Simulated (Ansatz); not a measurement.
The same path of H$_{5}$PSi (7 atoms, charge 0, multiplicity 1) was run twice with different band settings. The coordinate that changes most is the height of P2 over the plane of its neighbours.

These are results of Ansatz, RKS r2SCAN/def2-SVP, not measurements.

Relaxed end points:

```xyz
7
Properties=species:S:1:pos:R:3
Si -0.631 -0.358 -0.389
P 1.095 -0.014 1.044
H -1.856 -0.622 0.422
H -0.318 -1.571 -1.203
H -0.897 0.788 -1.311
H 0.645 1.292 1.414
H 1.963 0.485 0.022
```

```xyz
7
Properties=species:S:1:pos:R:3
Si -0.673 -0.216 -0.422
P 0.790 1.002 0.815
H -1.929 -0.368 0.371
H -0.169 -1.572 -0.797
H -0.977 0.548 -1.668
H 1.054 -0.073 1.721
H 1.905 0.680 -0.020
```

Common settings: spring 5.0 eV/Å²; optimiser quadratic models (default); start path through a guess of the saddle point; force threshold 0.03 eV/Å; iteration limit 60; end points relaxed.

| run | movable images | climbing image |
| --- | --- | --- |
| 1 | 9 | yes |
| 2 | 2 | no |

(1) What does each run give, and how far can it be trusted?

## Answers

(1) Run 1: converged after 17 iterations, highest image 1.039 eV above the first end. A vibrational analysis at the climbing image gives one clearly imaginary mode, 702i cm⁻¹: a first-order saddle point.
Run 2: converged after 8 iterations, highest image 0.422 eV above the first end. No image climbed, so the highest image needn't sit at the top of the path. A band with more images between the same ends climbed to 1.04 eV, so this one has probably stepped over the top. So few images can step over the top or miss a turn of the path.
